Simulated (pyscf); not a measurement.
# Routes from `[NH2][B]([Cl])[Cl]` + `[H][H]`

Candidate steps break at most two bonds and form at most two. Each was searched with GFN2-xTB (tblite) first. Optimised with ωB97X-D3(BJ)/def2-SVP in PySCF. Energies: ωB97M-D3(BJ)/def2-TZVP, kcal/mol, from the separated reactants, singlet surface; ΔG‡ with ideal gas, 1 atm, RRHO with modes under 100 cm⁻¹ raised to 100, one conformer, R ln 2 for chiral ones without a mode under 150 cm⁻¹.

```
products                         type   ΔE‡     ΔE  ΔG‡ 298 K  ΔG‡ 900 K  ν‡ (cm⁻¹)
---------------  --------------------  ----  -----  ---------  ---------  ---------
Cl–BH–Cl + NH₃   four-centre exchange  43.3  +25.4       53.2       71.6      1420i
H₂N–BH–Cl + HCl  four-centre exchange  47.1  +13.2       55.9       72.4       973i
```

Row 1: On the product side the descent ends in an adduct with a B–N contact (not fully relaxed), 28.3 kcal/mol under the separated species and 46.1 kcal/mol under the saddle at ωB97X-D3(BJ)/def2-TZVP. 

Plain bond fissions and candidates not yet searched are not listed, and one of them may be faster. Each barrier is that of the saddle found; lower ones may exist.
